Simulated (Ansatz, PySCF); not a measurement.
Molecule: C4H9 (charge 0, doublet). It need not be the lowest isomer of its formula. SMILES: C[CH]CC
Structure (B3LYP-D3(BJ)/def2-TZVP (Ansatz, a quantum-chemistry and plane-wave program) minimum search):
```
C
H 1 1.0983
H 1 1.1036 2 104.47
C 1 1.4869 2 109.43 3 -117.45
H 4 1.0840 1 118.54 2 -144.76
C 4 1.4850 5 119.18 1 167.82
H 6 1.0908 4 112.09 5 22.80
H 6 1.0959 7 108.13 4 -123.29
H 6 1.1017 7 107.04 8 -113.69
C 1 1.5275 2 109.85 3 116.78
H 10 1.0912 1 111.37 2 -57.60
H 10 1.0918 11 108.04 1 -122.01
H 10 1.0923 11 107.81 12 -116.15
```
Charge 0, spin multiplicity 2.

Quantity: atomisation energy (electronic, to ground-state atoms), in kJ/mol. Valence correlation only, unless marked. UHF or UKS for open shells. No spin-orbit coupling. No relativistic terms. 

```tsv
level	program	atomisation energy (kJ/mol)
HF/def2-TZVPD	PySCF	3833.0
r2SCANh/def2-TZVPD	Ansatz	5004.5
HSE06-D4/def2-TZVPD	Ansatz + dftd4	5044.0
LC-wPBE/def2-TZVPD	Ansatz	5004.8
RI-MP2/aug-cc-pVTZ	Ansatz	4935.4
SCS-MP2/aug-cc-pVDZ	Ansatz	4716.3
```
